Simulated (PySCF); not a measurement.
LiH.
SMILES: `[LiH]`

Level of theory: PBE0-D3(BJ)/def2-SVP geometry optimisation, gas phase (PySCF 2.14.0).

Take the most abundant isotopes and a rigid rotor. 

Question: What are the moment of inertia and the rotational constant?

Answer: I = 2.250 u·Å², B = 505379 MHz·u·Å²/I = 224638 MHz (7.4931 cm⁻¹, or 10.781 K as hB/k). For two atoms I = μr² with μ = 0.8812 u and r = 1.5978 Å.

Question: List the first levels of a rigid rotor in a Σ state.

Answer: E(J) = BJ(J+1): J = 1: 14.986, J = 2: 44.959, J = 3: 89.917, J = 4: 149.862, J = 5: 224.793, J = 6: 314.710 cm⁻¹.

Question: Where do the first rotational lines fall?

Answer: The dipole is 5.63 D; J+1 ← J lies at 2B(J+1): 1 ← 0 at 449.28 GHz, 2 ← 1 at 898.55 GHz, 3 ← 2 at 1347.83 GHz, 4 ← 3 at 1797.10 GHz, 5 ← 4 at 2246.38 GHz, 6 ← 5 at 2695.65 GHz.

Question: Estimate the classical rotational partition function at 100 K.

Answer: Point group C∞v, symmetry number σ = 1; q = kT/(σhB), k/h = 20836.6 MHz/K: 9.3 at 100 K.

Whether it is a minimum is left open (no frequencies). No vibrational averaging or centrifugal distortion is included, and the geometry carries the error of its method.

On one thread, Intel Xeon Platinum 8488C (x86_64), on a shared host, this took 0.7 s wall and 0.22 GiB of memory at its peak. These figures are those of the optimisation.
